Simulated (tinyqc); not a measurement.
Inside a calculation. Method: RKS/LDA (PW92) in the sto-3g basis, for LiH, spin multiplicity 1. Computed by tinyqc, a small Python program that keeps every step (integrals from PySCF). Settings: charge = 0, multiplicity = 1, basis = sto-3g, energy threshold = 1e-09, iteration cap = 84, orthogonalisation = symmetric, start = random, DIIS depth = 4, DIIS from iteration = 3, method = RKS, functional = lda,pw, grid = [15, 86]. Command: `OMP_NUM_THREADS=1 python tinyqc.py 22888 22889 out.jsonl` (the two numbers bound the seeds that draw the settings). One thread of a shared host (Intel(R) Xeon(R) Processor @ 2.60GHz), about 0.4 s of CPU time with the checks. Later iterations appear only in the table of the cycle.

## One-electron integrals

Geometry (angstrom):

| atom | x | y | z |
|---|---|---|---|
| Li | 0.000000 | 0.000000 | 0.000000 |
| H | 0.000000 | 0.000000 | 1.486000 |

Basis sto-3g: exponents (1/bohr^2) and contraction coefficients of normalised primitives:

| element | l (shell) | exponent | coefficient |
|---|---|---|---|
| Li | s (1) | 16.119575 | 0.154329 |
| Li | s (1) | 2.936201 | 0.535328 |
| Li | s (1) | 0.794651 | 0.444635 |
| Li | s (2) | 0.636290 | -0.099967 |
| Li | s (2) | 0.147860 | 0.399513 |
| Li | s (2) | 0.048089 | 0.700115 |
| Li | p (3) | 0.636290 | 0.155916 |
| Li | p (3) | 0.147860 | 0.607684 |
| Li | p (3) | 0.048089 | 0.391957 |
| H | s (1) | 3.425251 | 0.154329 |
| H | s (1) | 0.623914 | 0.535328 |
| H | s (1) | 0.168855 | 0.444635 |

Overlap, kinetic and nuclear-attraction integrals over the contracted functions; the nuclear repulsion is the sum of Za Zb / Rab.

nuclear repulsion = 1.06832546 hartree

overlap S, lower triangle:
```
           1Li 1s    1Li 2s   1Li 2px   1Li 2py   1Li 2pz     2H 1s
1Li 1s   1.000000
1Li 2s   0.241137  1.000000
1Li 2px  0.000000  0.000000  1.000000
1Li 2py  0.000000  0.000000  0.000000  1.000000
1Li 2pz  0.000000  0.000000  0.000000  0.000000  1.000000
2H 1s    0.084735  0.423757  0.000000  0.000000  0.532306  1.000000
```

kinetic energy T (hartree), lower triangle:
```
            1Li 1s    1Li 2s   1Li 2px   1Li 2py   1Li 2pz     2H 1s
1Li 1s    3.576786
1Li 2s   -0.020237  0.102163
1Li 2px   0.000000  0.000000  0.319682
1Li 2py   0.000000  0.000000  0.000000  0.319682
1Li 2pz   0.000000  0.000000  0.000000  0.000000  0.319682
2H 1s    -0.017224  0.050006  0.000000  0.000000  0.146864  0.760032
```

nuclear attraction V (hartree), lower triangle:
```
            1Li 1s     1Li 2s    1Li 2px    1Li 2py    1Li 2pz      2H 1s
1Li 1s   -8.338990
1Li 2s   -1.050200  -1.510711
1Li 2px   0.000000   0.000000  -1.466394
1Li 2py   0.000000   0.000000   0.000000  -1.466394
1Li 2pz  -0.018648  -0.128184   0.000000   0.000000  -1.569386
2H 1s    -0.370119  -0.816453   0.000000   0.000000  -1.041106  -2.290346
```

core Hamiltonian H = T + V (hartree), lower triangle:
```
            1Li 1s     1Li 2s    1Li 2px    1Li 2py    1Li 2pz      2H 1s
1Li 1s   -4.762203
1Li 2s   -1.070438  -1.408547
1Li 2px   0.000000   0.000000  -1.146712
1Li 2py   0.000000   0.000000   0.000000  -1.146712
1Li 2pz  -0.018648  -0.128184   0.000000   0.000000  -1.249704
2H 1s    -0.387343  -0.766448   0.000000   0.000000  -0.894242  -1.530314
```

## Two-electron integrals

Functions are numbered as in S; the eight-fold symmetry (ij|kl) = (ji|kl) = (kl|ij) leaves the list below.

Two-electron integrals (ij|kl) in chemists' order, unique and non-zero (hartree):
```
(11|11) 1.680395   (21|11) 0.265420   (21|21) 0.049941   (22|11) 0.397727
(22|21) 0.092860   (22|22) 0.290562   (31|31) 0.008981   (32|31) 0.013788
(32|32) 0.064184   (33|11) 0.396640   (33|21) 0.092880   (33|22) 0.290497
(33|33) 0.312946   (41|41) 0.008981   (42|41) 0.013788   (42|42) 0.064184
(43|43) 0.016869   (44|11) 0.396640   (44|21) 0.092880   (44|22) 0.290497
(44|33) 0.279207   (44|44) 0.312946   (51|51) 0.008981   (52|51) 0.013788
(52|52) 0.064184   (53|53) 0.016869   (54|54) 0.016869   (55|11) 0.396640
(55|21) 0.092880   (55|22) 0.290497   (55|33) 0.279207   (55|44) 0.279207
(55|55) 0.312946   (61|11) 0.091185   (61|21) 0.017225   (61|22) 0.032483
(61|33) 0.032099   (61|44) 0.032099   (61|51) 0.002035   (61|52) 0.003883
(61|55) 0.033266   (61|61) 0.006493   (62|11) 0.169381   (62|21) 0.039802
(62|22) 0.126676   (62|33) 0.120755   (62|44) 0.120755   (62|51) 0.006527
(62|52) 0.035814   (62|55) 0.138384   (62|61) 0.016261   (62|62) 0.085370
(63|31) 0.003619   (63|32) 0.015647   (63|53) 0.005879   (63|63) 0.007028
(64|41) 0.003619   (64|42) 0.015647   (64|54) 0.005879   (64|64) 0.007028
(65|11) 0.197563   (65|21) 0.047009   (65|22) 0.155673   (65|33) 0.145477
(65|44) 0.145477   (65|51) 0.010213   (65|52) 0.054754   (65|55) 0.175867
(65|61) 0.020192   (65|62) 0.116029   (65|65) 0.160931   (66|11) 0.353956
(66|21) 0.084760   (66|22) 0.291760   (66|33) 0.267025   (66|44) 0.267025
(66|51) 0.017213   (66|52) 0.108906   (66|55) 0.340713   (66|61) 0.036678
(66|62) 0.240034   (66|65) 0.340601   (66|66) 0.774606
```

## Orthogonalisation

S = U s U^T; symmetric (Loewdin) form X = U s^(-1/2) U^T, so that X^T S X = 1.

eigenvalues of S: 0.316116  0.797484  1.000000  1.000000  1.164875  1.721526

X, lower triangle:
```
            1Li 1s     1Li 2s   1Li 2px   1Li 2py    1Li 2pz     2H 1s
1Li 1s    1.022966
1Li 2s   -0.126134   1.128340
1Li 2px   0.000000   0.000000  1.000000
1Li 2py   0.000000   0.000000  0.000000  1.000000
1Li 2pz  -0.001184   0.132129  0.000000  0.000000   1.165387
2H 1s    -0.002269  -0.311216  0.000000  0.000000  -0.390262  1.270384
```

## Starting guess

The start is random orthonormal orbitals; D = 2 C_occ C_occ^T.

D at the start, lower triangle:
```
            1Li 1s     1Li 2s    1Li 2px    1Li 2py    1Li 2pz     2H 1s
1Li 1s    0.046056
1Li 2s    0.119231   1.096598
1Li 2px  -0.127697  -0.138159   0.401047
1Li 2py   0.010905   0.338320   0.045493   0.124617
1Li 2pz   0.051548   1.506822   0.192472   0.552694   2.451497
2H 1s     0.164602  -0.903027  -0.780973  -0.484111  -2.132488  2.830386
```

## Iteration 1: exchange-correlation on the grid

Becke grid with 15 radial and 86 angular points per atom, points of zero weight dropped. rho = sum D_ij phi_i phi_j; V_xc,ij = sum w v_xc phi_i phi_j; v_xc is d(rho eps)/d rho.

The 8 grid points with the largest w rho, of 2570 (bohr, atomic units):

| x | y | z | w | rho | eps_xc | v_xc |
|---|---|---|---|---|---|---|
| -1.518625 | 1.518625 | 1.518625 | 0.913726 | 0.023166 | -0.253611 | -0.330399 |
| -1.826384 | 0.497301 | 1.826384 | 0.780317 | 0.024058 | -0.256528 | -0.334224 |
| -0.497301 | 1.826384 | 1.826384 | 0.780317 | 0.022373 | -0.250951 | -0.326912 |
| 0.000000 | 2.439191 | 0.984385 | 0.962803 | 0.018074 | -0.235268 | -0.306359 |
| -0.972179 | 2.242409 | 0.972179 | 0.905996 | 0.018702 | -0.237708 | -0.309555 |
| -2.242409 | 0.972179 | 0.972179 | 0.905996 | 0.018687 | -0.237650 | -0.309479 |
| -1.826384 | -0.497301 | 1.826384 | 0.780317 | 0.021694 | -0.248620 | -0.323857 |
| -2.439191 | 0.000000 | 0.984385 | 0.962803 | 0.017234 | -0.231908 | -0.301958 |

electrons on the grid, sum of w rho = 3.997266

E_xc = sum of w rho eps_xc = -1.08041838 hartree

V_xc (hartree), lower triangle:
```
            1Li 1s     1Li 2s    1Li 2px    1Li 2py    1Li 2pz      2H 1s
1Li 1s   -0.427538
1Li 2s   -0.083280  -0.219668
1Li 2px   0.009516   0.023415  -0.209083
1Li 2py  -0.002432  -0.010416  -0.003165  -0.197657
1Li 2pz  -0.009915  -0.044075  -0.005544  -0.011861  -0.251363
2H 1s    -0.032788  -0.149874   0.005564  -0.004041  -0.205367  -0.484307
```

## Iteration 1: building the Kohn-Sham matrix

J_ij = sum D_kl (ij|kl); F = H + J + V_xc; E = tr D H + tr D J / 2 + E_xc + E_nn.

Coulomb J (hartree), lower triangle:
```
            1Li 1s     1Li 2s    1Li 2px   1Li 2py   1Li 2pz     2H 1s
1Li 1s    1.641028
1Li 2s    0.375679   1.167708
1Li 2px  -0.011757  -0.045697   1.131555
1Li 2py   0.006022   0.028580   0.001535  1.122228
1Li 2pz   0.036521   0.206165  -0.002690  0.012954  1.248232
2H 1s     0.144731   0.703231  -0.013961  0.010361  0.939452  1.980395
```

Kohn-Sham matrix F (hartree), lower triangle:
```
            1Li 1s     1Li 2s    1Li 2px    1Li 2py    1Li 2pz      2H 1s
1Li 1s   -3.548713
1Li 2s   -0.778039  -0.460507
1Li 2px  -0.002240  -0.022282  -0.224241
1Li 2py   0.003590   0.018164  -0.001630  -0.222140
1Li 2pz   0.007958   0.033906  -0.008234   0.001093  -0.252835
2H 1s    -0.275400  -0.213091  -0.008397   0.006321  -0.160157  -0.034226
```

total energy of this density = -2.26625266 hartree

## Iteration 1: diagonalisation and new density

Diagonalise F' = X^T F X, C = X C', fill 2 alpha and 2 beta electrons from the bottom; D = 2 C_occ C_occ^T. Each column has its largest component positive (the first on a tie).

F' = X^T F X (hartree), lower triangle:
```
           1          2          3          4          5         6
1  -3.518984
2  -0.306749  -0.277968
3   0.000548  -0.023334  -0.224241
4   0.001365   0.018220  -0.001630  -0.222140
5   0.011381   0.101022  -0.009260   0.001203  -0.178574
6  -0.087684  -0.185710  -0.000515   0.001942  -0.186212  0.197676
```

orbital energies (hartree): MO1 -3.550767, MO2 -0.330521, MO3 -0.254307, MO4 -0.223990, MO5 -0.210191, MO6 0.345546

coefficients C:
```
               MO1        MO2        MO3        MO4        MO5        MO6
1Li 1s    1.005893  -0.204826  -0.046633   0.005089   0.066783   0.044051
1Li 2s   -0.027582   0.909787   0.172607  -0.013129  -0.276042  -0.684643
1Li 2px   0.000493   0.161667   0.377827   0.589560   0.695116   0.018496
1Li 2py  -0.000942  -0.144206  -0.127769   0.796821  -0.572614  -0.008209
1Li 2pz  -0.004900  -0.373337   0.809699  -0.114581  -0.234398  -0.815355
2H 1s     0.005257   0.080764   0.138098  -0.026463  -0.107354   1.350997
```

D after iteration 1, lower triangle:
```
            1Li 1s     1Li 2s    1Li 2px    1Li 2py    1Li 2pz     2H 1s
1Li 1s    2.107550
1Li 2s   -0.428186   1.656945
1Li 2px  -0.065235   0.294139   0.052273
1Li 2py   0.057178  -0.262341  -0.046628   0.041592
1Li 2pz   0.143081  -0.679044  -0.120718   0.107684   0.278809
2H 1s    -0.022510   0.146667   0.026119  -0.023303  -0.060356  0.013101
```

## Iteration 2: exchange-correlation on the grid

As before.

The 8 grid points with the largest w rho, of 2570 (bohr, atomic units):

| x | y | z | w | rho | eps_xc | v_xc |
|---|---|---|---|---|---|---|
| 0.984385 | 0.000000 | -2.439191 | 0.971261 | 0.018720 | -0.237778 | -0.309647 |
| 0.972179 | -0.972179 | -2.242409 | 0.913560 | 0.019718 | -0.241539 | -0.314576 |
| 1.826384 | -0.497301 | -1.826384 | 0.976540 | 0.018421 | -0.236623 | -0.308134 |
| 0.000000 | -0.984385 | -2.439191 | 0.971261 | 0.018461 | -0.236777 | -0.308336 |
| 1.518625 | -1.518625 | -1.518625 | 0.982082 | 0.018173 | -0.235658 | -0.306870 |
| 0.497301 | -1.826384 | -1.826384 | 0.976540 | 0.018074 | -0.235267 | -0.306358 |
| 1.387601 | 0.000000 | -3.438314 | 2.486999 | 0.006652 | -0.174127 | -0.226389 |
| 0.000000 | 0.000000 | -2.630335 | 0.949201 | 0.017411 | -0.232627 | -0.302899 |

electrons on the grid, sum of w rho = 3.999312

E_xc = sum of w rho eps_xc = -1.97236404 hartree

V_xc (hartree), lower triangle:
```
            1Li 1s     1Li 2s    1Li 2px    1Li 2py    1Li 2pz      2H 1s
1Li 1s   -1.047679
1Li 2s   -0.142421  -0.207477
1Li 2px  -0.002336  -0.019190  -0.204106
1Li 2py   0.002094   0.017127  -0.000602  -0.204242
1Li 2pz   0.005006   0.038084  -0.001366   0.001220  -0.208723
2H 1s    -0.047316  -0.073799  -0.005178   0.004622  -0.083050  -0.166608
```

## Iteration 2: building the Kohn-Sham matrix

As before.

Coulomb J (hartree), lower triangle:
```
            1Li 1s     1Li 2s    1Li 2px    1Li 2py   1Li 2pz     2H 1s
1Li 1s    4.147416
1Li 2s    0.711432   1.369140
1Li 2px   0.007129   0.036777   1.363466
1Li 2py  -0.006376  -0.032829  -0.001573   1.363106
1Li 2pz  -0.015340  -0.078074  -0.003766   0.003359  1.373525
2H 1s     0.241365   0.549382   0.007680  -0.006857  0.643472  1.171696
```

Kohn-Sham matrix F (hartree), lower triangle:
```
            1Li 1s     1Li 2s    1Li 2px    1Li 2py    1Li 2pz      2H 1s
1Li 1s   -1.662466
1Li 2s   -0.501426  -0.246885
1Li 2px   0.004793   0.017586   0.012648
1Li 2py  -0.004282  -0.015702  -0.002175   0.012152
1Li 2pz  -0.028982  -0.168174  -0.005131   0.004579  -0.084902
2H 1s    -0.193294  -0.290865   0.002502  -0.002235  -0.333820  -0.525227
```

total energy of this density = -7.19439528 hartree

## Iteration 2: diagonalisation and new density

As before.

F' = X^T F X (hartree), lower triangle:
```
           1          2          3         4          5          6
1  -1.613487
2  -0.287570  -0.083019
3   0.002685   0.017782   0.012648
4  -0.002400  -0.015876  -0.002175  0.012152
5  -0.008208  -0.055964  -0.004639  0.004139   0.082296
6  -0.046225  -0.151439  -0.000303  0.000270  -0.250235  -0.364000
```

orbital energies (hartree): MO1 -1.670455, MO2 -0.517850, MO3 -0.008152, MO4 0.010211, MO5 0.037808, MO6 0.195029

coefficients C:
```
               MO1        MO2        MO3        MO4        MO5        MO6
1Li 1s    0.980040  -0.153136  -0.199143   0.000012  -0.196860  -0.005936
1Li 2s    0.067964   0.109138   0.794423  -0.000050   0.816425   0.298640
1Li 2px  -0.003443  -0.004876  -0.530586   0.665990   0.523987  -0.018372
1Li 2py   0.003076   0.004356   0.473748   0.745960  -0.467770   0.016391
1Li 2pz   0.021990   0.148779   0.002764   0.000008   0.047302   1.225980
2H 1s     0.008886   0.868944  -0.373770   0.000016  -0.401845  -0.898173
```

D after iteration 2, lower triangle:
```
            1Li 1s     1Li 2s    1Li 2px   1Li 2py   1Li 2pz     2H 1s
1Li 1s    1.967858
1Li 2s    0.099789   0.033061
1Li 2px  -0.005255  -0.001532   0.000071
1Li 2py   0.004695   0.001369  -0.000064  0.000057
1Li 2pz  -0.002465   0.035464  -0.001602  0.001431  0.045238
2H 1s    -0.248717   0.190878  -0.008535  0.007624  0.258953  1.510284
```

## Iteration 10 (converged): orbitals

converged F (hartree), lower triangle:
```
            1Li 1s     1Li 2s   1Li 2px   1Li 2py    1Li 2pz      2H 1s
1Li 1s   -1.707919
1Li 2s   -0.504695  -0.207972
1Li 2px   0.000000   0.000000  0.033736
1Li 2py   0.000000   0.000000  0.000000  0.033736
1Li 2pz   0.004406  -0.028440  0.000000  0.000000  -0.011600
2H 1s    -0.184178  -0.164222  0.000000  0.000000  -0.137108  -0.078847
```

As before.

F' = X^T F X (hartree), lower triangle:
```
           1          2         3         4          5         6
1  -1.659594
2  -0.287001  -0.052608
3   0.000000   0.000000  0.033736
4   0.000000   0.000000  0.000000  0.033736
5   0.012419   0.054651  0.000000  0.000000   0.101472
6  -0.059683  -0.161888  0.000000  0.000000  -0.206614  0.110086
```

orbital energies (hartree): MO1 -1.713519, MO2 -0.145165, MO3 -0.013410, MO4 0.033736, MO5 0.033736, MO6 0.371450

coefficients C:
```
               MO1        MO2        MO3       MO4        MO5        MO6
1Li 1s    0.983921  -0.199298  -0.221851  0.000000   0.000000   0.073063
1Li 2s    0.057624   0.473575   0.815374  0.000000   0.000000  -0.714805
1Li 2px   0.000000   0.000000   0.000000  0.736688  -0.676233   0.000000
1Li 2py   0.000000   0.000000   0.000000  0.676233   0.736688   0.000000
1Li 2pz  -0.004144   0.343380  -0.584450  0.000000   0.000000  -1.033626
2H 1s     0.005622   0.526728  -0.194079  0.000000   0.000000   1.244146
```

D after iteration 10, lower triangle:
```
            1Li 1s    1Li 2s   1Li 2px   1Li 2py   1Li 2pz     2H 1s
1Li 1s    2.015640
1Li 2s   -0.075371  0.455188
1Li 2px   0.000000  0.000000  0.000000
1Li 2py   0.000000  0.000000  0.000000  0.000000
1Li 2pz  -0.145025  0.324755  0.000000  0.000000  0.235854
2H 1s    -0.198889  0.499539  0.000000  0.000000  0.361689  0.554949
```

Within a degenerate level the vectors are fixed only up to a rotation; this is one choice.

## Convergence

Stop when the energy changes by less than 1e-09 hartree and every element of the error matrix X^T (F D S - S D F) X is below 9e-06.

Course of the cycle:

| iteration | E (hartree) | change | largest element of the error matrix |
|---|---|---|---|
| 1 | -2.26625266 | - | 1.00e+00 |
| 2 | -7.19439528 | -4.93e+00 | 2.58e-01 |
| 3 | -7.64227788 | -4.48e-01 | 3.33e-01 |
| 4 | -7.48970180 | 1.53e-01 | 3.57e-01 |
| 5 | -7.78049028 | -2.91e-01 | 7.99e-02 |
| 6 | -7.78857093 | -8.08e-03 | 1.56e-02 |
| 7 | -7.78886506 | -2.94e-04 | 4.66e-04 |
| 8 | -7.78886541 | -3.53e-07 | 1.17e-04 |
| 9 | -7.78886543 | -1.97e-08 | 1.53e-06 |
| 10 | -7.78886543 | -3.38e-12 | 8.94e-08 |

PySCF RKS in the same basis, fine grid = -7.79153427 hartree

Converged in 10 iterations. The coarse grid moves the energy by +2.67e-03 hartree.

## Populations, bond orders and dipole

Mulliken: Z minus the diagonal of D S on the atom; Loewdin: the same with S^(1/2) D S^(1/2); Mayer order: 2 sum_s sum (D(s) S)_ij (D(s) S)_ji over the two atoms.

Charges (e):

| atom | Mulliken | Loewdin |
|---|---|---|
| 1Li | -0.057692 | -0.044470 |
| 2H | 0.057692 | 0.044470 |

Mayer bond orders:

| pair | order |
|---|---|
| 2-1 | 0.996672 |

dipole moment about the origin, x y z (debye): 0.000000  0.000000  -4.634990
